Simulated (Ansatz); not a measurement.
**α-quartz (SiO2)**

The numbers are results of HSE06 (PAW; Ansatz, a first-principles code), not measurements.

Settings: plane-wave cutoff 520 eV, 6×6×4 k mesh (along the axes of the cell as run), scalar-relativistic PAW data made under PBE.

Cell: relaxed at this level.

For α-quartz (SiO2), the elastic constant C11 is 87.0 GPa and the elastic constant C12 is -3.07 GPa. The elastic constant C13 comes out as 6.95 GPa. The elastic constant C33 comes out as 94.0 GPa and the elastic constant C44 comes out as 55.0 GPa. The elastic constant C66 comes out as 45.0 GPa and the voigt–Reuss–Hill bulk modulus comes out as 32.1 GPa. The polycrystal shear modulus (Hill average) comes out as 44.7 GPa and the Young modulus comes out as 91.6 GPa. The Poisson ratio is 0.024.

Measured, for comparison: elastic constant C11 86.8 GPa, elastic constant C12 6.99 GPa, elastic constant C13 11.8 GPa, elastic constant C33 105 GPa, elastic constant C44 58.3 GPa, elastic constant C66 39.9 GPa (298 K, not corrected to a static lattice, C14's sign depends on the axes; as tabulated in Xie et al. (2023), arXiv:2212.00284). Computed (rounded) less measured: elastic constant C11 +0.2 %, elastic constant C12 -144 %, elastic constant C13 -41 %, elastic constant C33 -10 %, elastic constant C44 -6 %, elastic constant C66 +13 %.

Elastic constants are with the ions relaxed.

Computing time: about 5 core-hours (a rough figure).
